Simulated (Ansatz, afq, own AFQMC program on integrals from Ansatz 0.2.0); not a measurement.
Two steps: Ansatz 0.2.0 writes the Fock matrix and Cholesky factors of the valence space, and afq projects on them the lowest state that overlaps trial and start.

```yaml
crystal:
  periodic: [false, false, false]
  atoms:
    - {symbol: Si, position_ang: [0.000000, 0.000000, 1.249328]}
    - {symbol: Al, position_ang: [0.000000, 0.000000, -1.159384]}
    - {symbol: H, position_ang: [0.000000, 1.405470, -1.888034]}
    - {symbol: H, position_ang: [0.000000, -1.405470, -1.888034]}
basis:
  gaussian: {orbitals: cc-pVDZ}
magnetization: {spin_polarized: true, initial_magnetization: 3}
correlation: {method: ccsd_t, electrons: outside_noble_gas, hamiltonian_folder: ham}
```

```sh
$ ansatz run in.yaml --threads 1 --pin off --events-out ev --progress --plain --max-ram 1382MiB
```

afq runs on the folder ham with

```
--method free --trial cisd --walkers 60 --time-step 0.03 --max-blocks 80 --target-error 0.00036 --factor-cut 1e-05 --seed 8583 --times 0,0.3,0.6,1.2,1.8,2.4,3.6,4.8,6 --taylor-order 8
```

Times are imaginary, in 1/Eh. The walk had a cap of 1002 s.

Log:

```
orbitals 36  electrons 6 3  factors 266 of 451
reference energy -531.92926082 Eh
CCSD correlation -0.14976516 Eh in 11 cycles, weight of the determinant in the CISD state 0.8797
repeat  energy at the last time / Eh  error
    10  -532.084083  0.000762
    20  -532.084674  0.000672
    30  -532.084196  0.000498
    40  -532.084618  0.000448
    50  -532.084915  0.000444
    60  -532.084452  0.000425
    70  -532.084450  0.000387
    80  -532.084504  0.000363
time / (1/Eh)  energy / Eh  error  mean overlap
  0.00  -532.078916  0.000073  1.1352
  0.30  -532.080946  0.000096  1.1355
  0.60  -532.082212  0.000110  1.1309
  1.20  -532.083342  0.000127  1.1339
  1.80  -532.083868  0.000155  1.1374
  2.40  -532.084022  0.000198  1.1378
  3.60  -532.084177  0.000248  1.1538
  4.80  -532.084357  0.000253  1.1526
  6.00  -532.084504  0.000363  1.1635
energy -532.084504 +/- 0.000363 Eh
```

The run passed its tests (error under three times the target), which doesn't prove that it has relaxed.

Against this walk (error 9.9 meV) on the same determinant: CCSD(T) 38.8 meV higher, CCSDT(Q) 0.2 meV higher (within the noise). The error is statistical, and a free projection of finite length keeps a remainder of its start.

Cautions: remainder of the start not in the error; lower spins were not checked.

The walk took 4.6 min on 1 thread of Arm Neoverse V1, on a shared host. The log's last line is the free-projection energy.

CCSDT and higher add their correlation energy to the determinant of the CCSD(T) run, since their own runs factorise the integrals more tightly (a shift of under 2 meV). A walk keeps the symmetry of its determinant, which the program's search chose and which needn't be the lowest solution, so a lower state of the same spin and another symmetry isn't excluded.
